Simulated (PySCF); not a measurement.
Molecule: SMILES [C-]#CCCCC, [C6H9]-.

Molfile (atoms numbered from 1):
```
C6H9
     RDKit          3D

 15 14  0  0  0  0  0  0  0  0999 V2000
    2.8119    1.1524    1.3492 C   0  0  0  0  0  0  0  0  0  0  0  0
    2.3615    0.4036    0.4542 C   0  0  0  0  0  0  0  0  0  0  0  0
    1.7388   -0.4309   -0.5751 C   0  0  0  0  0  0  0  0  0  0  0  0
    0.2266   -0.6200   -0.3692 C   0  0  0  0  0  0  0  0  0  0  0  0
   -0.5325    0.6976   -0.3602 C   0  0  0  0  0  0  0  0  0  0  0  0
   -2.0075    0.5600   -0.0186 C   0  0  0  0  0  0  0  0  0  0  0  0
    1.8864   -0.0022   -1.5920 H   0  0  0  0  0  0  0  0  0  0  0  0
    2.2012   -1.4396   -0.6278 H   0  0  0  0  0  0  0  0  0  0  0  0
    0.0737   -1.1225    0.6032 H   0  0  0  0  0  0  0  0  0  0  0  0
   -0.1885   -1.2925   -1.1480 H   0  0  0  0  0  0  0  0  0  0  0  0
   -0.4220    1.1858   -1.3467 H   0  0  0  0  0  0  0  0  0  0  0  0
   -0.0174    1.3532    0.3635 H   0  0  0  0  0  0  0  0  0  0  0  0
   -2.5240    1.5346   -0.0222 H   0  0  0  0  0  0  0  0  0  0  0  0
   -2.5365   -0.0971   -0.7320 H   0  0  0  0  0  0  0  0  0  0  0  0
   -2.1404    0.1214    0.9848 H   0  0  0  0  0  0  0  0  0  0  0  0
  1  2  3  0
  2  3  1  0
  3  4  1  0
  4  5  1  0
  5  6  1  0
  3  7  1  0
  3  8  1  0
  4  9  1  0
  4 10  1  0
  5 11  1  0
  5 12  1  0
  6 13  1  0
  6 14  1  0
  6 15  1  0
M  CHG  1   1  -1
M  END
```

Geometry PBE0-D3(BJ)/def2-SVP throughout; GIAO in PySCF 2.14, gas phase, one conformer, non-relativistic; equivalent atoms averaged; basis pcSseg-1.

For orientation, HF gives these shifts δ (against TMS at the same level): C1 186.6, C2 97.3, C4 37.9, C5 21.3, C6 17.8, H11/H12 1.79, H7/H8 1.76, H13/H14/H15 0.72, H9/H10 0.62 ppm.

A run gave: C1 176.7, C2 94.9, C4 41.4, C5 24.7, C6 18.7, H11/H12 1.97, H7/H8 2.27, H13/H14/H15 0.77, H9/H10 0.83 ppm (shifts δ (against TMS at the same level)).

Problem. Which functional was used in that run?
A. KT2
B. KT3
C. BP86
D. B97-2
E. OPBE

Solution. D. C2 tells them apart best: B97-2 gives 94.9, BP86 gives 97.3, OPBE gives 93.1, KT2 gives 90.8, KT3 gives 88.9 ppm.
